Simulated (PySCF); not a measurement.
## Functional dependence of a UV spectrum

SiH3 (charge +1).
InChI=1S/H3Si/h1H3/q+1

Linear-response calculations in the def2-SVPD basis (PySCF; singlets by full response, triplets Tamm–Dancoff, core orbitals frozen in the response; HF means time-dependent Hartree–Fock). 'Strongest' is the level of largest summed f among the singlets computed (10 roots, of which the last may lack a degenerate partner); it can jump between rows when another state enters that window. S1 is the lowest singlet of each run and needn't be the same state throughout; f(S1) is that of one state. Geometry: PBE0-D3(BJ)/def2-SVP; no solvent, vibrations or thermal averaging.

```json
{"functional": "LDA", "kind": "LDA", "S1 (eV)": "5.01", "f(S1)": "0.000", "strongest (eV)": "11.73", "T1 (eV)": "4.45", "HOMO (eV)": "-16.26", "gap (eV)": "4.75", "ionisation energy, ΔSCF (eV)": "20.54"}
{"functional": "PBE", "kind": "GGA", "S1 (eV)": "5.22", "f(S1)": "0.000", "strongest (eV)": "11.81", "T1 (eV)": "4.54", "HOMO (eV)": "-16.30", "gap (eV)": "5.03", "ionisation energy, ΔSCF (eV)": "20.53"}
{"functional": "B3LYP", "kind": "global hybrid, 20% exact exchange", "S1 (eV)": "5.49", "f(S1)": "0.000", "strongest (eV)": "12.10", "T1 (eV)": "4.85", "HOMO (eV)": "-17.46", "gap (eV)": "6.93", "ionisation energy, ΔSCF (eV)": "20.71"}
{"functional": "PBE0", "kind": "global hybrid, 25% exact exchange", "S1 (eV)": "5.55", "f(S1)": "0.000", "strongest (eV)": "12.22", "T1 (eV)": "4.82", "HOMO (eV)": "-17.66", "gap (eV)": "7.41", "ionisation energy, ΔSCF (eV)": "20.66"}
{"functional": "BHandHLYP", "kind": "global hybrid, 50% exact exchange", "S1 (eV)": "5.87", "f(S1)": "0.000", "strongest (eV)": "12.49", "T1 (eV)": "5.15", "HOMO (eV)": "-18.96", "gap (eV)": "9.73", "ionisation energy, ΔSCF (eV)": "20.71"}
{"functional": "CAM-B3LYP", "kind": "range-separated hybrid", "S1 (eV)": "5.56", "f(S1)": "0.000", "strongest (eV)": "12.27", "T1 (eV)": "4.88", "HOMO (eV)": "-19.10", "gap (eV)": "9.96", "ionisation energy, ΔSCF (eV)": "20.76"}
{"functional": "wB97X-D", "kind": "range-separated hybrid", "S1 (eV)": "5.64", "f(S1)": "0.000", "strongest (eV)": "12.37", "T1 (eV)": "5.08", "HOMO (eV)": "-19.62", "gap (eV)": "11.27", "ionisation energy, ΔSCF (eV)": "20.80"}
{"functional": "LC-wPBE", "kind": "range-separated hybrid", "S1 (eV)": "5.73", "f(S1)": "0.000", "strongest (eV)": "12.57", "T1 (eV)": "4.94", "HOMO (eV)": "-20.56", "gap (eV)": "12.75", "ionisation energy, ΔSCF (eV)": "20.89"}
{"functional": "HF", "kind": "Hartree–Fock", "S1 (eV)": "6.51", "f(S1)": "0.000", "strongest (eV)": "13.00", "T1 (eV)": "5.50", "HOMO (eV)": "-21.03", "gap (eV)": "14.38", "ionisation energy, ΔSCF (eV)": "not settled"}
```

S1 runs from 5.01 eV (LDA) to 6.51 eV (HF), a spread of 1.50 eV, while the orbital gap spreads over 9.6 eV. Along PBE (0%), B3LYP (20%), PBE0 (25%), BHandHLYP (50%), HF (100%) S1 rises with the share of exact exchange. −ε(HOMO) comes closest to its own ΔSCF ionisation energy with LC-wPBE (-0.32 eV) and misses most with LDA (-4.28 eV). 'Not settled' means that the ion's SCF failed to converge or may have ended in another state than the lowest.
